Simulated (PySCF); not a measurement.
An element was calculated at UHF (PySCF 2.14, spin-free X2C, a triple-zeta basis, no spin-orbit coupling), in the ground configurations that NIST lists.

| Property | Result |
| --- | --- |
| first ionisation energy | 12.001 eV |
| second ionisation energy | 34.558 eV |
| third ionisation energy | 54.569 eV |

Question: Which element is it?

Answer: Oxygen (O, Z = 8), in cc-pVTZ-DK. NIST lists 13.618, 35.121, 54.936 eV for these ionisation energies.
